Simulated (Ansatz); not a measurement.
Predict the output of the script below (Ansatz 0.2.0 through its Python package).

`pa_h4ossi.py`:
```python
'''Proton affinity of H4OSSi at one site.'''

import logging
import sys

import ansatz as az
import numpy as np

logging.basicConfig(stream=sys.stdout, format='%(levelname)s %(message)s')
logger = logging.getLogger('ansatz_job')
logger.setLevel(logging.INFO)

system = (
    az.Crystal.molecule()
    .atom('O', [-1.3688, -0.4272, 0.1542])
    .atom('Si', [-0.0567, 0.5499, 0.2015])
    .atom('S', [1.4277, -0.5475, -0.8303])
    .atom('H', [-1.5629, -0.7165, -0.7404])
    .atom('H', [-0.3053, 1.8167, -0.5271])
    .atom('H', [0.3513, 0.7894, 1.6066])
    .atom('H', [1.5759, -1.5329, 0.0898])
)

job = (
    system.calculation()
    .basis(gaussian='6-31G*')
    .correlation('mp2')
)
symbols = [site.symbol for site in system.cartesian_sites]
start = np.array([site.position_ang for site in system.cartesian_sites], dtype=float)
data = job.relax(force_tolerance=0.01, max_steps=100).run(threads=1, pin='off').report
end = np.array(data['positions_ang'])

# start the new hydrogen opposite the existing bonds
away = sum((end[2] - end[j]) / np.linalg.norm(end[2] - end[j]) for j in [1, 6]) + np.array([0.15, 0.1, -0.2])
proton = end[2] + 1.4 * away / np.linalg.norm(away)
acid = az.Crystal.molecule()
for symbol, place in zip(symbols, end):
    acid = acid.atom(symbol, place.tolist())
acid = acid.atom('H', proton.tolist())
protonated = (
    acid.calculation()
    .basis(gaussian='6-31G*')
    .correlation('mp2')
    .charge(1)
    .relax(force_tolerance=0.01, max_steps=80)
)
after = protonated.run(threads=1, pin='off').report
xyz = np.array(after['positions_ang'])
reach = np.linalg.norm(xyz[:-1] - xyz[-1], axis=1)
logger.info(f'base {data["free_energy_ev"]:.5f} eV, protonated {after["free_energy_ev"]:.5f} eV')
logger.info(f'the proton ends {reach.min():.3f} A from {symbols[reach.argmin()]}{reach.argmin()}')
logger.info(f'electronic proton affinity {96.485332 * (data["free_energy_ev"] - after["free_energy_ev"]):.1f} kJ/mol')
```

`python pa_h4ossi.py` gives:
```text
INFO base -20791.14192 eV, protonated -20799.16648 eV
INFO the proton ends 1.345 A from S2
INFO electronic proton affinity 774.3 kJ/mol
```

Caveats:
- Total energies depend on the basis set; only differences at equal settings carry meaning.
- The proton is put on one chosen atom, which needn't be the most basic site, so the molecule's proton affinity can be higher; the ends are stationary points, not checked by frequencies, and zero-point and thermal terms count only where printed.
- The whole script took 43 s on 1 thread of Arm Neoverse V1, with other jobs on the host, peak memory 0.2 GiB.
